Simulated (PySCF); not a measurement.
The electron affinity along the third row

Calculated with PySCF 2.14 from differences of total energies of unrestricted determinants, without spin-orbit coupling. Values in eV. The last column holds reference values (measured affinities from photodetachment; the arrow runs from anion to atom). Unmarked ones compare directly (S terms, centres of terms, or small fine structure); those marked * lie between the lowest fine-structure levels and include a spin-orbit shift.

| element | configurations | LDA | PBE | PBE0 | MP2 (valence) | MP2 (valence and next inner shell) | SCS-MP2 (valence and next inner shell) | reference |
| --- | --- | --- | --- | --- | --- | --- | --- | --- |
| Al (aug-cc-pwCVQZ, non-relativistic) | [Ne] 3s2 3p2 → [Ne] 3s2 3p1 | 0.644 | 0.588 | 0.534 | 0.379 | 0.363 | 0.265 | 0.433 * |
| Si (aug-cc-pwCVQZ, non-relativistic) | [Ne] 3s2 3p3 → [Ne] 3s2 3p2 | 1.593 | 1.495 | 1.457 | 1.408 | 1.401 | 1.220 | 1.390 * |
| P (aug-cc-pwCVQZ, non-relativistic) | [Ne] 3s2 3p4 → [Ne] 3s2 3p3 | 1.037 | 0.886 | 0.785 | 0.544 | 0.534 | 0.621 | 0.747 * |
| S (aug-cc-pwCVQZ, non-relativistic) | [Ne] 3s2 3p5 → [Ne] 3s2 3p4 | 2.393 | 2.165 | 2.065 | 2.020 | 2.022 | 2.032 | 2.077 * |
| Cl (aug-cc-pwCVQZ, non-relativistic) | [Ar] → [Ne] 3s2 3p5 | 3.930 | 3.649 | 3.565 | 3.723 | 3.733 | 3.644 | 3.613 * |

The highest occupied level of the anion is positive for Al⁻ at LDA, PBE, PBE0; Si⁻ at LDA, PBE, PBE0; P⁻ at LDA, PBE, PBE0; S⁻ at LDA, PBE, PBE0; Cl⁻ at LDA, PBE, so there the basis helps to hold the electron.

"Valence" correlates the outer s and p shells and, in groups 3 to 12 and the f block, the outer d or f shell, open or full, or the next shell where the ion has no valence electron left; the wider scheme adds the next inner shell.
